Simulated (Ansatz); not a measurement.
# The nitrogen atom (quartet): wave-function methods side by side, STO-3G

Aim: climb from Hartree-Fock through coupled cluster and multireference methods for the nitrogen atom (quartet) at one geometry and basis, and see what each rung misses.

Program: Ansatz 0.2.0, Gaussian basis. Level of theory: STO-3G, core rule «outside noble gas», up to 1 orbitals frozen. These are calculated values, not measurements.

The runs, in order: CCSD(T) on UHF; BCCD(T) on ROHF; CISD; CCSDT(Q) on ROHF; CCSDT(Q) on UHF; CISDTQ; CCSDTQ on ROHF; CCSDTQ on UHF; CASSCF and MRCISD+Q, 5 electrons in 4 orbitals; CASSCF and MRCISD+Q(relaxed), 5 electrons in 4 orbitals; CASSCF and NEVPT4(SD), 5 electrons in 4 orbitals; CASSCF and NEVPT2, 5 electrons in 4 orbitals; Full CI.

## 1. The atom

A free atom, in its lowest state of this spin that the program finds.

1 atom, charge 0, spin multiplicity 4.

## 2. CCSD(T) on UHF

Contents of in.yaml:

```yaml
crystal:
  periodic: [false, false, false]
  atoms:
    - {symbol: N, position_ang: [0.000000, 0.000000, 0.000000]}
basis:
  gaussian: {orbitals: STO-3G}
magnetization: {spin_polarized: true, initial_magnetization: 3}
correlation: {method: ccsd_t, electrons: outside_noble_gas}
```

Launch:

```
$ ansatz run in.yaml --threads 1 --pin off --events-out ev --progress --plain --max-ram 3916MiB
```

Further steps of the session: BCCD(T) on ROHF; CISD; CCSDT(Q) on ROHF; CCSDT(Q) on UHF; CISDTQ; CCSDTQ on ROHF; CCSDTQ on UHF; CASSCF and MRCISD+Q, 5 electrons in 4 orbitals; CASSCF and MRCISD+Q(relaxed), 5 electrons in 4 orbitals; CASSCF and NEVPT4(SD), 5 electrons in 4 orbitals; CASSCF and NEVPT2, 5 electrons in 4 orbitals; Full CI.

Q: Predict the results of all the runs planned. Wanted: FCI below the UHF energy; UMP2 from FCI; UCCSD(T) from FCI; UCCSDT(Q) from FCI; NEVPT2 valence from FCI; NEVPT4(SD) valence from FCI; MRCISD+Q valence from FCI; effectively unpaired electrons.

As calculated:

| quantity | value |
| --- | --- |
| FCI below the UHF energy | 0.0000 eV |
| UMP2 from FCI | 0.00 meV |
| UCCSD(T) from FCI | 0.00 meV |
| UCCSDT(Q) from FCI | 0.00 meV |
| NEVPT2 valence from FCI | 0.00 meV |
| NEVPT4(SD) valence from FCI | 0.00 meV |
| MRCISD+Q valence from FCI | 0.00 meV |
| levels within 1 kcal/mol (43 meV) | UHF, UMP2, UCCSD, UCCSD(T), BCCD(T), UCCSDT, UCCSDT(Q), UCCSDTQ, CASSCF valence, NEVPT2 valence, NEVPT4(SD) valence, MRCISD valence, MRCISD+Q valence, MRCISD+Q(relaxed) valence |
| effectively unpaired electrons | 3.00 |

UCCSD(T) lands 0.00 meV from the yardstick (100.0 % of the correlation energy). One determinant dominates. Of the multireference levels listed NEVPT2 valence comes nearest in total energy (0.00 meV), which doesn't show that its space is the better one. These misses are within one basis, not against nature; the frozen cores of restricted and unrestricted runs differ, which can shift their rows.
